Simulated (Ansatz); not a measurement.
# r2SCAN0/aug-cc-pVDZ run of C2H5F (SMILES CCF)

Aim: the energy change on altering one bond length of C2H5F at r2SCAN0/aug-cc-pVDZ, from 2 runs. 

The results are computed with Ansatz 0.2.0.

52 further runs of the same task are left out: 52 set aside as unsound or not needed.

### 1 The system as given

C2H5F: 8 atoms, total charge 0, spin state singlet. SMILES: `CCF`. Geometry: relaxed at PBE0-D4/def2-TZVP.

Bond lengths: C1–C2 1.504 Å, C2–F3 1.386 Å, C1–H4 1.093 Å, C1–H5 1.092 Å, C1–H6 1.091 Å, C2–H7 1.094 Å, C2–H8 1.094 Å. Some angles: C1–C2–F3 110.1°, C1–C2–H7 111.6°, C1–C2–H8 111.6°, F3–C2–H7 107.4°, F3–C2–H8 107.4°, C2–C1–H4 109.9°, C2–C1–H5 110.8°, C2–C1–H6 110.8°, H7–C2–H8 108.6°, H4–C1–H5 108.4°.

### 2 A single-point energy at r2SCAN0/aug-cc-pVDZ

run.yaml

```yaml
crystal:
  periodic: [false, false, false]
  atoms:
    - {symbol: C, position_ang: [-0.431700, 0.566900, -0.264600]}
    - {symbol: C, position_ang: [0.378400, -0.599100, 0.230500]}
    - {symbol: F, position_ang: [1.663300, -0.186400, 0.546500]}
    - {symbol: H, position_ang: [-1.443900, 0.237400, -0.512600]}
    - {symbol: H, position_ang: [0.018600, 0.998500, -1.160400]}
    - {symbol: H, position_ang: [-0.500300, 1.343000, 0.499800]}
    - {symbol: H, position_ang: [0.464000, -1.381500, -0.529800]}
    - {symbol: H, position_ang: [-0.056300, -1.036000, 1.134800]}
basis:
  gaussian: {orbitals: aug-cc-pVDZ}
hamiltonian: {xc: {name: r2SCAN0}}
output: {orbitals: {seedname: orbitals}}
accuracy: high
```

Run with:

```sh
$ ansatz run run.yaml --threads 1 --pin off --max-ram 3480MiB --events-out events.jsonl --progress --plain --runs-dir runs
```

The program printed:

```text
Warning: RAYON_NUM_THREADS=1 ignored (pool sized by the plan → 1); use --threads N
Functional definition: r2SCAN0
  name "r2SCAN0"
  parameter a = 0.25
  parameter k0 = 0.174
  parameter k1 = 0.065
  parameter a1 = 4.9479
  exchange = (1 - a)*r2scan_x(k0 = k0, k1 = k1, a1 = a1) + a*exact_x
  correlation = r2scan_c
2297 factors; integrals over basis functions are off by at most 3.2e-9 eV
mean field evaluation 1: about -4865.0390 eV, gradient 4.6e1 eV
mean field evaluation 2: about -4865.4025 eV, gradient 4.3e1 eV
mean field evaluation 4: about -4869.9606 eV, gradient 5.2e-1 eV
mean field evaluation 8: about -4869.9640 eV, gradient 6.9e-2 eV
mean field evaluation 16: about -4869.9640 eV, gradient 1.1e-6 eV
mean field -4869.96402063 eV, -178.9678767779 hartree, gradient 1.6e-8 eV, S^2 0.000000; 0 other end points of the search recorded, 0 dependent functions left out
reference -4869.96402238 eV, -178.9678768424 hartree; 13, 13 occupied and 101, 101 virtual orbitals, 2297 factors
Total energy: -4869.96402238 eV, -178.9678768424 hartree
```

Wall time 9.6 s (1 thread of Intel Xeon Platinum 8375C at 2.90GHz (Ice Lake), shared host); peak memory 0.43 GiB.

### 3 The distorted shape

run.yaml

```yaml
basis:
  gaussian: {orbitals: aug-cc-pVDZ}
crystal:
  periodic: [false, false, false]
  atoms:
    - {symbol: C, position_ang: [-0.656833, 0.351117, 0.183265]}
    - {symbol: C, position_ang: [0.153267, -0.814883, 0.678365]}
    - {symbol: F, position_ang: [1.438167, -0.402183, 0.994365]}
    - {symbol: H, position_ang: [-1.669033, 0.021617, -0.064735]}
    - {symbol: H, position_ang: [0.018600, 0.998500, -1.160400]}
    - {symbol: H, position_ang: [-0.725433, 1.127217, 0.947665]}
    - {symbol: H, position_ang: [0.238867, -1.597283, -0.081935]}
    - {symbol: H, position_ang: [-0.281433, -1.251783, 1.582665]}
hamiltonian: {xc: {name: r2SCAN0}}
accuracy: high
output: {orbitals: {seedname: orbitals}}
```

Run with:

```sh
$ ansatz run run.yaml --threads 1 --pin off --max-ram 3480MiB --events-out events.jsonl --progress --plain --runs-dir runs
```

The program printed (excerpt; [...] marks lines left out):

```text
Warning: RAYON_NUM_THREADS=1 ignored (pool sized by the plan → 1); use --threads N
[... 8 set-up lines as earlier in the session ...]
2308 factors; integrals over basis functions are off by at most 3.3e-9 eV
mean field evaluation 1: about -4862.2025 eV, gradient 4.6e1 eV
mean field evaluation 2: about -4859.9411 eV, gradient 5.2e1 eV
mean field evaluation 4: about -4867.8513 eV, gradient 2.4e0 eV
mean field evaluation 8: about -4867.8614 eV, gradient 1.3e-1 eV
mean field evaluation 16: about -4867.8615 eV, gradient 6.2e-6 eV
mean field -4867.86148025 eV, -178.8906098443 hartree, gradient 2.0e-8 eV, S^2 0.000000; 0 other end points of the search recorded, 0 dependent functions left out
reference -4867.86148208 eV, -178.8906099113 hartree; 13, 13 occupied and 101, 101 virtual orbitals, 2308 factors
Total energy: -4867.86148208 eV, -178.8906099113 hartree
```

Wall time 9.6 s (1 thread of Intel Xeon Platinum 8375C at 2.90GHz (Ice Lake), shared host); peak memory 0.43 GiB.

### 4 Summary of results

Level: r2SCAN0/aug-cc-pVDZ.

```
                                                         quantity          value
                                        first shape: total energy  -178.96788 Eh
                                         first shape: HOMO energy       -9.62 eV
                                         first shape: LUMO energy        0.50 eV
                                       first shape: HOMO–LUMO gap       10.12 eV
                                    distorted shape: total energy  -178.89061 Eh
                                     distorted shape: HOMO energy       -8.93 eV
                                     distorted shape: LUMO energy       -0.39 eV
                                   distorted shape: HOMO–LUMO gap        8.53 eV
energy change with the C1–H5 bond stretched from 1.092 to 1.637 Å       2.103 eV
```

**Reading.** With the C1–H5 bond stretched from 1.092 to 1.637 Å the energy rises by 2.10 eV (48 kcal/mol). The first shape isn't relaxed at this level, so the change isn't measured from a minimum.
